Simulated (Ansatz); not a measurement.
System: zinc-blende BeSe. Method: revPBE (Ansatz, an electronic-structure program, PAW).

Settings: plane-wave cutoff 520 eV, 12×12×12 k mesh, Fermi–Dirac smearing 0.01 eV, scalar-relativistic PAW data made under PBE.

Pressure at four volumes; x = ln(V/17.716 Å³). One pressure is withheld.

| V (Å³/atom) | x | P (GPa) |
|---|---|---|
| 16.653 | -0.0619 | 4.98 |
| 17.716 | 0.0000 | 0.00 |
| 18.425 | 0.0392 | -2.60 |
| 18.779 | 0.0583 | ? |

Pass a parabola P(x) through the three rows shown, estimate the bulk modulus and its pressure derivative near zero pressure, and predict the withheld pressure.

Slopes between the rows: (0.00 − (4.98))/(0.0000 − (-0.0619)) = -80.45 and (-2.60 − (0.00))/(0.0392 − (0.0000)) = -66.33 GPa. Their difference over the span 0.1011 is c = 14.12/0.1011 = 139.7 GPa, so P(x) = 4.98 + (-80.45)(x − (-0.0619)) + 139.7 (x − (-0.0619))(x − (0.0000)). At the middle row B = −dP/dx = −[-80.45 + 139.7 × 0.0619] = 71.8 GPa, and B′ = dB/dP = 2c/B = 3.9. At x = 0.0583 the parabola gives -3.71 GPa; the run gives -3.72 GPa. The Birch–Murnaghan fit to the energies at all volumes has B0 = 71.5 GPa and B′ = 3.9.

Measured, for comparison: bulk modulus 92.2 GPa (temperature not stated, no zero-point or thermal correction; as tabulated in Inakpenu et al., APS March Meeting 2017, C27.9). Computed (rounded) less measured: bulk modulus -22 %.
